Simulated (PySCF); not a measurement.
**Successive P–H bond energies**

Level of theory: PBE0/[P def2-TZVP, H def2-TZVP], no relativity, density fitting, PySCF.

Each entry is the lowest minimum that a search over a few typed start shapes (and spin states, where more than one is plausible) found, or that minimum re-optimised at the stated level; isomers with ligand–ligand bonds, or fragments after loss of a ligand pair, can lie lower.

Total energies (Eh), which compare only within these settings: H atom -0.50106.

| species | 2S+1 | group | E (Eh) | ZPE (kJ/mol) |
| --- | --- | --- | --- | --- |
| PH₃ | 1 | C3v | -343.01607 | 63.0 |
| PH₄ | 2 | C2v | -343.53533 | 79.1 |
| PH₅ | 1 | D3h | -344.12888 | 109.9 |

Problem. What are De and D0 for PH₄ → PH₃ + H?

Solution. De = [(-343.01607) + (-0.50106) − (-343.53533)] × 2625.5 = 48 kJ/mol. The zero-point energy changes by -16.1 kJ/mol, so D0 = 32 kJ/mol.

Problem. What are De and D0 for PH₅ → PH₄ + H?

Solution. De = [(-343.53533) + (-0.50106) − (-344.12888)] × 2625.5 = 243 kJ/mol. The zero-point energy changes by -30.8 kJ/mol, so D0 = 212 kJ/mol.

Atoms and open shells are unrestricted, without spin–orbit or basis-set superposition corrections.
